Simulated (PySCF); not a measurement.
A geometry optimisation on FH (`F`).

Computed with CAM-B3LYP/6-31+G* geometry optimisation, gas phase (PySCF 2.14.0). Start geometry: GFN2-xTB. A driver script takes a list of jobs; this job's settings line and coordinates (Å) are shown.

Input:
```
{"job": {"xc": "CAM-B3LYP", "basis": "6-31+G*", "grid": 1, "kind": "geom"}, "charge": 0, "multiplicity": 1}
F      0.467565    -0.002812    -0.002937
H     -0.464808     0.004081    -0.011212
```

Output:
```
step   0  E = -100.41649183  max force = 0.005519
step   1  E = -100.41651696  max force = 0.000646
step   2  E = -100.41651749  max force = 0.000056
optimisation converged
```

Energies in Eh; «max force» is the largest Cartesian gradient component in Eh/bohr.

Problem. How much energy does the optimisation release, in kJ/mol?

Solution. E(step 0) − E(last step) = 0.000026 Eh, which is 0.1 kJ/mol.

Summary of the converged run: final energy -100.41652 Eh after 2 steps; dipole 2.06 D.

Problem. Where do the atoms end?

Solution. 0.003 Å rms from the input after alignment:
```
atom  x, y, z in Å
F1     0.4704   -0.0039   -0.0015
H2    -0.4671    0.0052   -0.0125
```

Hardware: one thread of an Arm Neoverse V1 (shared host). Cost: 0.8 s, 0.22 GiB resident at most.
Labels such as C1 count atoms from 1, the log's own numbers from 0.
